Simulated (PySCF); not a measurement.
A made-up structure of MgSiH2O, singlet:

O1  (-0.378, -0.025, 1.209)
Mg2  (1.362, -0.804, 1.425)
Si3  (-0.124, 0.104, -0.365)
H4  (-0.972, 0.066, 1.971)
H5  (0.028, 1.454, -0.982)
(Å)

It is relaxed with PBE-D4/def2-SVP and then PBE0-D4/def2-TZVP (PySCF 2.14 with density fitting (its default auxiliary sets; JK sets also for MP2 and CCSD(T))). Atoms count as bonded within 1.22 times the sum of their covalent radii (H–H: 0.88 Å). The end point is not checked to be a true minimum.

**Question.** Does its bonding change? (A judgement: the text doesn't fix the answer.)

**Answer.** By the calculation: Yes. Formed: none; broken: O1–Mg2.

Where it ends: The first stage lowers the energy by 1.68 eV in 31 steps. It ends as MgSiH₂O ([OH][SiH][Mg]):
O1  (-0.890, -0.666, 1.144)
Mg2  (2.522, 0.515, 0.785)
Si3  (0.000, -0.204, -0.191)
H4  (-1.384, 0.016, 1.604)
H5  (-0.317, 1.311, -0.205)
(Å)

Labels in which every atom is bracketed show which atoms are joined, not bond orders.

For scale, one of the runs: PBE0-D4/def2-TZVP relaxation, 112 basis functions, launched by `OMP_NUM_THREADS=2 python run.py`. The run took 31 s on 2 CPU threads of an AMD EPYC 7B13 (shared host), with 1.1 GiB of host memory at its peak.
